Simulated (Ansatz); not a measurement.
Saddle point of CH$_{5}$BO, closed shell (CH₅BO ([CH3][BH][OH]) → CH₃BO ([CH3][B][O]) + H₂; bonds formed: H2–H4; bonds broken: B1–H2, O3–H4), PBE0-D4/def2-TZVP structure:

| atom | x (Å) | y (Å) | z (Å) |
| --- | --- | --- | --- |
| B1 | 0.1788 | -0.3849 | -0.4114 |
| H2 | 0.0349 | 0.5187 | -1.5518 |
| O3 | 0.6042 | -1.4757 | -0.9448 |
| H4 | 0.3622 | -0.4119 | -1.7345 |
| C5 | -0.2202 | 0.3071 | 0.9141 |
| H6 | -0.1105 | -0.3895 | 1.7487 |
| H7 | 0.4076 | 1.1827 | 1.1015 |
| H8 | -1.2569 | 0.6535 | 0.8781 |

Energies are electronic, without zero-point energy. Barriers and step energies count from the start structure reached by relaxing down the imaginary mode; all methods use the PBE0-D4 structures, on which another method's saddle can fall below an end. Program: Ansatz 0.2.0. Basis: def2-TZVPP, with def2-QZVPP for the basis limit. Cores are frozen in the correlated methods. B3LYP uses VWN-RPA correlation. Extrapolation: Hartree–Fock as exp(−7.88 √X), correlation as X^−2.97.

```csv
method,barrier (kcal/mol),step energy (kcal/mol)
SPW92,48.51,19.40
PBE-D4,50.40,11.84
BLYP-D4,52.65,7.39
r2SCAN-D4,54.14,13.27
B97M-V,?,12.81
PBE0-D4,56.32,15.74
B3LYP-D4,57.31,11.33
r2SCAN0-D4,58.45,16.25
BHLYP-D4,64.11,15.66
CAM-B3LYP-D4,?,13.75
wB97X-V,59.60,14.66
wB97M-V,58.56,13.25
B2PLYP,57.81,10.93
PBE-QIDH,59.30,15.95
RPA on PBE,58.67,11.21
HF,?,16.00
MP2,57.26,10.69
CCSD,62.30,13.85
CCSD(T),59.46,12.46
```

(1) Fill in the withheld barriers. (Judge from chemistry; the value comes from the calculation.)

No T1 diagnostic of these runs exceeds 0.017.

## Answers

(1) Computed: B97M-V 55.78; HF 74.01; CAM-B3LYP-D4 59.39 kcal/mol. Each is the energy of the saddle less that of the start structure, by the same method.

For comparison, the barrier by CCSD(T) at an estimated basis limit (MP2 extrapolated from triple and quadruple zeta, plus CCSD(T) − MP2 in triple zeta) is 59.24 kcal/mol.

Labels in which every atom is bracketed show which atoms are joined, not bond orders.

For scale, one of the runs: CCSD(T)/def2-TZVPP, 163 basis functions, launched by `ansatz run in.yaml --threads 2 --pin off --events-out ev --progress --plain --max-ram 4352MiB`. Time: 20 s of wall clock on 2 CPU threads of an Arm Neoverse V2; the host was shared. Peak host memory: 1.3 GiB.
